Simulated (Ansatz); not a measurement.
**BFHS radical: how energies converge with the basis set**

An exercise on one series of results from a longer session: the logs are not shown, and one member is left open.

The runs use Ansatz 0.2.0, Gaussian basis; one geometry, several basis sets.

Levels to be run: PBE0-D4/def2-SVP; ωB97M-V/def2-SVP; PBE0-D4/def2-QZVPP; ωB97M-V/def2-QZVPP; CCSD(T)/cc-pV(D+d)Z; CCSD(T)/cc-pV(T+d)Z; CCSD(T)/cc-pV(Q+d)Z; the functionals' def2-TZVPP values are taken from earlier runs.

## The relaxed structure

All runs share one geometry, relaxed beforehand with PBE0-D4 in a triple-zeta def2 set.

SMILES `F[B]S`, 4 atoms, charge 0, spin multiplicity 2.

Atoms are counted from 1 here; the program's logs count them from 0.

Bond lengths: F1–B2 1.307 Å, B2–S3 1.792 Å, S3–H4 1.342 Å. Angles: F1–B2–S3 122.4°, B2–S3–H4 94.5°.

The first run:

Contents of in.yaml:

```yaml
crystal:
  periodic: [false, false, false]
  atoms:
    - {symbol: F, position_ang: [0.784456, -0.501530, 1.612314]}
    - {symbol: B, position_ang: [0.502956, 0.175914, 0.530206]}
    - {symbol: S, position_ang: [-0.693135, -0.395860, -0.675610]}
    - {symbol: H, position_ang: [-0.538777, 0.661076, -1.487209]}
basis:
  gaussian: {orbitals: def2-SVP}
magnetization: {spin_polarized: true, initial_magnetization: 1}
hamiltonian: {xc: pbe0, dispersion: d4}
output: {orbitals: {seedname: orbitals}}
```

Launch:

```console
$ ansatz run in.yaml --threads 2 --pin off --events-out ev --progress --plain --max-ram 22528MiB --backend cpu
```

Among the steps run: PBE0-D4 in def2-SVP; ωB97M-V in def2-SVP; PBE0-D4 in def2-QZVPP; ωB97M-V in def2-QZVPP.

One of the session's tables, all rows but one given; the rest of the session is left out.

```
functional       basis  HOMO (eV)  LUMO (eV)
   PBE0-D4    def2-SVP      -6.17      -1.60
   PBE0-D4  def2-TZVPP      -6.28      -1.80
   PBE0-D4  def2-QZVPP      -6.30      -1.82
   ωB97M-V    def2-SVP          ?          ?
   ωB97M-V  def2-TZVPP      -8.11      -0.31
   ωB97M-V  def2-QZVPP      -8.14      -0.35
```

Estimate the missing values for ωB97M-V, def2-SVP.

The run gave: HOMO (eV): -7.96; LUMO (eV): 0.06. In the column «HOMO (eV)» it lies between ωB97M-V, def2-TZVPP (-8.11) and PBE0-D4, def2-QZVPP (-6.30).
